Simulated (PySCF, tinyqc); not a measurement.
Inside a calculation (part 2 of 2). Method: RHF in the sto-6g basis, for BH, spin multiplicity 1. This run ends on a higher stationary point, not on the lowest solution. The lowest restricted solution is unstable here: a spin-polarised one lies 0.0148 hartree lower (PySCF). Computed by tinyqc, a small Python program that keeps every step (integrals from PySCF). Command: `OMP_NUM_THREADS=1 python tinyqc.py 23908 23909 out.jsonl` (the two numbers bound the seeds that draw the settings). One thread of a shared host (Intel(R) Xeon(R) Processor @ 2.60GHz), about 0.07 s of CPU time with the checks.

Geometry (angstrom):

| atom | x | y | z |
|---|---|---|---|
| B | 0.000000 | 0.000000 | 0.000000 |
| H | 0.000000 | 0.000000 | 1.111000 |

## Convergence

Stop when the energy changes by less than 1e-08 hartree and every element of the error matrix X^T (F D S - S D F) X is below 3e-05.

Course of the cycle:

| iteration | E (hartree) | change | largest element of the error matrix |
|---|---|---|---|
| 1 | -24.25821247 | - | 5.92e-01 |
| 2 | -24.68903384 | -4.31e-01 | 1.97e-01 |
| 3 | -24.72156223 | -3.25e-02 | 6.03e-02 |
| 4 | -24.72444581 | -2.88e-03 | 2.16e-02 |
| 5 | -24.72491067 | -4.65e-04 | 9.13e-03 |
| 6 | -24.72502534 | -1.15e-04 | 4.32e-03 |
| 7 | -24.72505727 | -3.19e-05 | 2.27e-03 |
| 8 | -24.72506634 | -9.06e-06 | 1.21e-03 |
| 9 | -24.72506891 | -2.57e-06 | 6.41e-04 |
| 10 | -24.72506964 | -7.29e-07 | 3.41e-04 |
| 11 | -24.72506984 | -2.06e-07 | 1.81e-04 |
| 12 | -24.72506990 | -5.83e-08 | 9.62e-05 |
| 13 | -24.72506992 | -1.65e-08 | 5.11e-05 |
| 14 | -24.72506992 | -4.65e-09 | 2.72e-05 |

PySCF RHF in the same basis = -24.99649832 hartree

Converged in 14 iterations. But the solution lies 0.27143 hartree above the reference: it is another stationary point, not the lowest restricted one. Reruns (cap 100 unless said): DIIS 8: converged in 6 to a higher stationary point; damping 0.5: converged in 32 to a higher stationary point; level shift 0.5: converged in 20 to a higher stationary point; atomic densities as start, DIIS 8: converged in 6.

## Populations, bond orders and dipole

D after iteration 14:
```
            1B 1s      1B 2s     1B 2px     1B 2py     1B 2pz      2H 1s
1B 1s    2.058020  -0.173328   0.000000   0.000000  -0.079529  -0.225578
1B 2s   -0.173328   0.587461   0.000000   0.000000   0.217122   0.582418
1B 2px   0.000000   0.000000   0.203298  -0.604373   0.000000   0.000000
1B 2py   0.000000   0.000000  -0.604373   1.796702   0.000000   0.000000
1B 2pz  -0.079529   0.217122   0.000000   0.000000   0.080366   0.215672
2H 1s   -0.225578   0.582418   0.000000   0.000000   0.215672   0.578857
```

overlap S:
```
           1B 1s     1B 2s    1B 2px    1B 2py    1B 2pz     2H 1s
1B 1s   1.000000  0.264891  0.000000  0.000000  0.000000  0.082469
1B 2s   0.264891  1.000000  0.000000  0.000000  0.000000  0.517598
1B 2px  0.000000  0.000000  1.000000  0.000000  0.000000  0.000000
1B 2py  0.000000  0.000000  0.000000  1.000000  0.000000  0.000000
1B 2pz  0.000000  0.000000  0.000000  0.000000  1.000000  0.513306
2H 1s   0.082469  0.517598  0.000000  0.000000  0.513306  1.000000
```

Mulliken: Z minus the diagonal of D S on the atom; Loewdin: the same with S^(1/2) D S^(1/2); Mayer order: 2 sum_s sum (D(s) S)_ij (D(s) S)_ji over the two atoms.

Charges (e):

| atom | Mulliken | Loewdin |
|---|---|---|
| 1B | -0.027582 | -0.025737 |
| 2H | 0.027582 | 0.025737 |

Mayer bond orders:

| pair | order |
|---|---|
| 2-1 | 0.999239 |

dipole moment about the origin, x y z (debye): 0.000000  0.000000  -1.691484
